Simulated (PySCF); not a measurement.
Molecule: `C1CC1[C@H]1CN1`, C5H9N.

Atom-mapped SMILES (the numbers label the heavy atoms): `[CH2:1]1[CH2:2][CH:3]1[C@H:4]1[CH2:5][NH:6]1`. Hydrogens are named by the atom that carries them. Ha(C5) is cis to C3 on the ring; Ha(C1), Ha(C2) are cis to C4 on the ring; Hb(C5) is trans to C3 on the ring; Hb(C1), Hb(C2) are trans to C4 on the ring.

Geometry PBE0-D3(BJ)/def2-SVP throughout; GIAO in PySCF 2.14, gas phase, one conformer, non-relativistic; equivalent atoms averaged; basis pcSseg-1.

Problem. How do the shifts δ (against TMS at the same level) depend on the functional? (a selection of nuclei; ppm; last column core-seconds on shared hosts with different chips, so compare them loosely; the GGAs took longer than the global hybrids here, which isn't the general rule, and the cause wasn't traced)

Solution. 
| functional | kind | C4 | C5 | C3 | C2 | C1 | Ha(C5) | H(C4) | Ha(C2) | H(N6) | core-s |
| --- | --- | --- | --- | --- | --- | --- | --- | --- | --- | --- | --- |
| HF | Hartree–Fock | 27.3 | 20.3 | 11.2 | 1.8 | 0.7 | 1.13 | 0.52 | 0.33 | -1.13 | 4.8 |
| LDA | LDA | 39.0 | 27.5 | 21.0 | 6.0 | 4.0 | 1.41 | 0.81 | 0.31 | -0.88 | 13 |
| PBE | GGA | 37.4 | 26.8 | 19.9 | 6.3 | 4.5 | 1.35 | 0.73 | 0.29 | -0.98 | 17 |
| BLYP | GGA | 38.0 | 27.1 | 20.2 | 6.1 | 4.4 | 1.35 | 0.73 | 0.27 | -1.01 | 17 |
| BP86 | GGA | 37.4 | 27.0 | 19.9 | 6.4 | 4.7 | 1.37 | 0.74 | 0.30 | -0.97 | 16 |
| OPBE | GGA | 35.3 | 26.1 | 18.5 | 6.8 | 5.4 | 1.33 | 0.73 | 0.32 | -0.91 | 17 |
| KT2 | GGA | 36.0 | 25.6 | 18.8 | 5.4 | 3.6 | 1.31 | 0.65 | 0.24 | -1.09 | 21 |
| KT3 | GGA | 35.4 | 25.6 | 18.4 | 5.9 | 4.4 | 1.29 | 0.65 | 0.26 | -1.04 | 21 |
| B97-D | GGA | 36.3 | 26.3 | 18.9 | 6.1 | 4.5 | 1.36 | 0.72 | 0.30 | -0.97 | 22 |
| B3LYP | global hybrid | 35.8 | 25.8 | 18.4 | 5.4 | 3.8 | 1.29 | 0.68 | 0.30 | -1.01 | 14 |
| PBE0 | global hybrid | 34.7 | 25.3 | 17.7 | 5.4 | 3.9 | 1.27 | 0.67 | 0.32 | -0.99 | 14 |
| mPW1PW91 | global hybrid | 34.6 | 25.4 | 17.6 | 5.5 | 4.1 | 1.28 | 0.67 | 0.33 | -0.98 | 13 |
| WP04 | global hybrid | 36.7 | 27.1 | 19.0 | 7.0 | 5.9 | 1.31 | 0.75 | 0.39 | -0.72 | 11 |
| B97-2 | global hybrid | 34.4 | 25.2 | 17.4 | 5.5 | 4.1 | 1.28 | 0.66 | 0.32 | -0.98 | 12 |
| BHandHLYP | global hybrid | 32.6 | 23.7 | 15.8 | 4.0 | 2.7 | 1.21 | 0.62 | 0.32 | -1.04 | 13 |
| CAM-B3LYP | range-separated hybrid | 34.6 | 25.1 | 17.4 | 4.8 | 3.4 | 1.28 | 0.69 | 0.34 | -0.98 | 17 |
| wB97X-D | range-separated hybrid | 34.3 | 25.4 | 17.3 | 5.5 | 4.2 | 1.29 | 0.67 | 0.35 | -0.98 | 17 |
| LC-wPBE | range-separated hybrid | 33.1 | 24.9 | 16.4 | 5.5 | 4.3 | 1.30 | 0.72 | 0.42 | -0.87 | 22 |

Problem. Which nucleus among those listed moves most, in ppm?

Solution. C4 (aziridine ring carbon): from 27.3 ppm with HF to 39.0 ppm with LDA. The smallest spread is 0.18 ppm, at Ha(C2). Proton shifts span only some 12 ppm, so a few tenths of a ppm matter as much there as several ppm in carbon.
